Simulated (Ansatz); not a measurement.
This geometry of H2S + H5NSi (10 atoms, charge 0, multiplicity 1) is a first-order saddle point.

These are results of Ansatz, RKS BHLYP-D4/def2-SVP, not measurements.

```xyz
10
Properties=species:S:1:pos:R:3
Si 0.055 -0.027 0.079
N 0.129 -0.172 1.949
H -0.780 -0.290 2.386
H 0.607 0.601 2.404
H 1.369 0.290 -0.485
H -0.709 1.263 0.046
H -0.851 -1.016 -0.512
S 1.509 -2.426 0.799
H 0.429 -3.225 0.836
H 0.711 -1.094 1.991
```

Problem. Which two structures does it join? (They come from a converged band through this point; their orientation in space is the band's.)

Solution. Bonds broken: Si1–N2, S8–H10. Bonds formed: Si1–S8, N2–H10. H2S + H5NSi becomes H3N + H4SSi.

First end point:

```xyz
10
Properties=species:S:1:pos:R:3
Si -0.151 0.364 0.130
N -0.024 0.074 1.839
H -0.860 -0.140 2.359
H 0.573 0.675 2.387
H 1.220 0.482 -0.410
H -0.896 1.598 -0.237
H -0.865 -0.785 -0.468
S 1.753 -2.942 1.253
H 0.614 -3.575 0.940
H 1.108 -1.847 1.700
```

Last end point:

```xyz
10
Properties=species:S:1:pos:R:3
Si 0.350 -0.222 -0.808
N 0.012 -0.800 2.827
H -0.731 -1.329 3.265
H -0.354 0.124 2.636
H 0.641 -0.126 -2.257
H 0.938 0.956 -0.121
H -1.119 -0.165 -0.610
S 1.191 -2.053 -0.114
H 0.801 -1.794 1.158
H 0.742 -0.686 3.518
```

Problem. How far does it lie above each of them?

Solution. 0.98 eV above the first and 1.16 eV above the second. This is the barrier of this one path; another mechanism may lie lower. The orbitals stay closed-shell, which can raise the energy where a bond breaks towards radicals; this wasn't checked here.

The run took 3.6 min on 2 threads of Arm Neoverse V2, on a shared host, peak memory 0.16 GiB.
